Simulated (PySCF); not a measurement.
# AlF2 (SMILES [F][Al][F]) at UPBE/STO-6G

Aim: the energy change on altering one bond length of AlF2 at UPBE/STO-6G, from 2 runs. The job is set up through a Python script.

The calculation is run with PySCF 2.14.0.

16 further runs of the same task are left out: 2 that didn't finish, 14 set aside as unsound or not needed.

## Step 1: The structure to begin with

AlF2: 3 atoms, total charge 0, spin state doublet. SMILES: `[F][Al][F]`. Geometry: relaxed at PBE0-D4/def2-TZVP.

Bond lengths: F1–Al2 1.647 Å, Al2–F3 1.647 Å. Angles: F1–Al2–F3 119.7°.

## Step 2: A single-point energy at UPBE/STO-6G

run.py

```python
from pyscf import gto, dft

mol = gto.M(
    atom=[
    ('F', (0.533000, -1.361200, 0.136400)),
    ('Al', (0.388700, 0.275400, 0.245200)),
    ('F', (-0.932500, 1.021000, -0.394800)),
],
    basis='sto-6g',
    verbose=3,
    max_memory=1860,
    spin=1,
    charge=0,
)

mf = dft.UKS(mol)
mf.xc = 'pbe'
mf.conv_tol = 1e-10
mf.grids.level = 5
mf.kernel()
if not mf.converged:
    mf = mf.newton().run(mf.mo_coeff, mf.mo_occ)

e_tot = mf.e_tot
print('Final energy', e_tot)
```

Started as:

```console
OMP_NUM_THREADS=1 python run.py
```

Log:

```text
WARN: HOMO -0.152258678453439 >= LUMO -0.152258678453441

converged SCF energy = -439.791375435959  <S^2> = 0.75169852  2S+1 = 2.0016978
Final energy -439.7913754359589
```

Wall time 4.5 s (1 thread of Arm Neoverse V1, shared host); peak memory 0.2 GiB.

## Step 3: The distorted shape, same level

calc.py

```python
from pyscf import gto, dft

mol = gto.M(
    atom='F 1.589985 -1.957694 0.648412; Al 1.445685 -0.321094 0.757212; F -0.932500 1.021000 -0.394800',
    max_memory=1860,
    basis='sto-6g',
    verbose=3,
    spin=1,
    charge=0,
)

mf = dft.UKS(mol, xc='pbe')
mf.grids.level = 5
mf.conv_tol = 1e-10
mf.kernel()
if not mf.converged:
    mf = mf.newton().run(mf.mo_coeff, mf.mo_occ)

etot = mf.e_tot
print('E = %.10f Eh' % etot)
```

Started as:

```console
OMP_NUM_THREADS=1 python calc.py
```

Log:

```text
WARN: HOMO -0.221874602202455 >= LUMO -0.221874602202454

WARN: HOMO 0.333373299297248 >= LUMO 0.334028000710171

converged SCF energy = -439.660895688008  <S^2> = 0.75139894  2S+1 = 2.0013984
E = -439.6608956880 Eh
```

It took 8.1 s on 1 thread of Arm Neoverse V1, shared host; peak memory 0.2 GiB.

## Step 4: Results

Level: UPBE/STO-6G.

| quantity | value |
| --- | --- |
| first shape: total energy | -439.79138 Eh |
| first shape: dipole moment | 1.04 D |
| first shape: HOMO energy (highest over α and β) | 0.34 eV |
| first shape: LUMO energy (lowest over α and β) | 1.78 eV |
| first shape: ⟨S²⟩ | 0.752 |
| distorted shape: total energy | -439.66090 Eh |
| distorted shape: dipole moment | 1.72 D |
| distorted shape: HOMO energy (highest over α and β) | -0.52 eV |
| distorted shape: LUMO energy (lowest over α and β) | -0.03 eV |
| distorted shape: ⟨S²⟩ | 0.751 |
| energy change with the Al2–F3 bond stretched from 1.647 to 2.964 Å | 3.551 eV |

**Reading.** With the Al2–F3 bond stretched from 1.647 to 2.964 Å the energy rises by 3.55 eV (82 kcal/mol). The first shape isn't relaxed at this level, so the change isn't measured from a minimum. The minimal basis adds a large error of its own.
